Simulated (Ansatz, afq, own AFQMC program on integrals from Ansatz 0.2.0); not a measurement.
## AlBH2, singlet → AlBH₂⁺, doublet

```xyz
4

B     0.0000    0.0000    1.4848
Al    0.0000    0.0000   -0.7557
H     0.0000    1.0050    2.1514
H     0.0000   -1.0050    2.1514
```

Connectivity, by distances: BH2–Al.

E(doublet, charge +1) − E(singlet, charge +0) at this geometry, on RHF and UHF determinants.

Basis cc-pVTZ. Noble-gas cores (and the filled d shells of Ga–Kr and In–Xe) are frozen. Integrals, coupled cluster, full CI and functionals: Ansatz 0.2.0; the random walks run on the same integrals in our own AFQMC program. ph-AFQMC/CISD is guided by a CISD state made of CCSD amplitudes; releasing the constraint for a short imaginary time cuts its bias at the price of noise, slowly where states lie close. Uncertainties: one standard error, sampling alone. The errors of all members are added in quadrature.

No full CI on the walks' own integrals is used here; CCSDT(Q) serves as the reference and is uncertain by about the last step of the cluster series. Each member takes its own surest rung, up to full CI.

The best estimate is CCSD(T) at the basis-set limit (CBS: def2-TZVPP and def2-QZVPP, with their diffuse functions for anions and beside diffuse sets, CCSD(T) itself extrapolated) plus the step from CCSD(T) to CCSDT(Q) in cc-pVTZ. Rows without CBS are in cc-pVTZ; B2PLYP and the wave-function rows carry a basis error of their own. Core correlation and relativity beyond core potentials are missing, and ± holds the sampling alone.

Cautions: AlBH₂ (singlet): higher spins were not checked, restricted determinant unstable towards unrestricted (UHF 204 meV lower, ⟨S²⟩ 0.69), its ph-AFQMC/CISD value lies 17 ± 5 meV above CCSDT(Q); AlBH₂⁺ (doublet): the released energies move by 1.5 errors or more from one time to the next, so no released level is given (meV from the phaseless value at times in 1/Eh: -9.8 ± 2.4 at 0.24, -9 ± 3 at 0.51, -8 ± 3 at 0.99, 0 ± 3 at 1.62, -10 ± 5 at 2.40), though the last usable value meets CCSDT(Q) within the noise.

Best estimate: 730.9 kJ/mol.

```
        level  vertical ionization energy (kJ/mol)  error against the best estimate (kJ/mol)
           HF                                620.5                                    -110.4
          MP2                                705.3                                     -25.6
         CCSD                                720.7                                     -10.2
      CCSD(T)                                724.6                                      -6.3
        CCSDT                                724.9                                      -6.0
     CCSDT(Q)                                725.2                                      -5.7
ph-AFQMC/CISD                          724.3 ± 0.6                                -6.6 ± 0.6
       HF/CBS                                620.7                                    -110.2
      MP2/CBS                                714.6                                     -16.3
  CCSD(T)/CBS                                730.3                                      -0.6
      wB97M-V                                715.2                                     -15.6
```

Correlation beyond CCSD(T) adds 0.6 kJ/mol. Going to the basis-set limit adds 5.7 kJ/mol at CCSD(T). The perturbative (T) step is worth +3.9 kJ/mol.

Best estimates are given only where the step beyond CCSD(T) is under 0.3 eV and no member's determinant is very poor (T1 over 0.05, or 0.07 for open shells, ⟨S²⟩ too high by 0.3, two states mixed), so the hardest cases are missing from such tables.

The functionals ran in a triple-zeta set and keep a basis error of their own, a few kJ/mol for each bond in atomization energies and more for double hybrids, so close places among them and the extrapolated levels can swap.

CCSDT and higher add their correlation energy to the determinant of the CCSD(T) run, since their own runs factorise the integrals more tightly (a shift of under 2 meV). Each member of a difference takes its own highest rung, so a best estimate needn't equal the limit plus the step of one row. A walk keeps the symmetry of its determinant, which the program's search chose and which needn't be the lowest solution, so a lower state of the same spin and another symmetry isn't excluded.
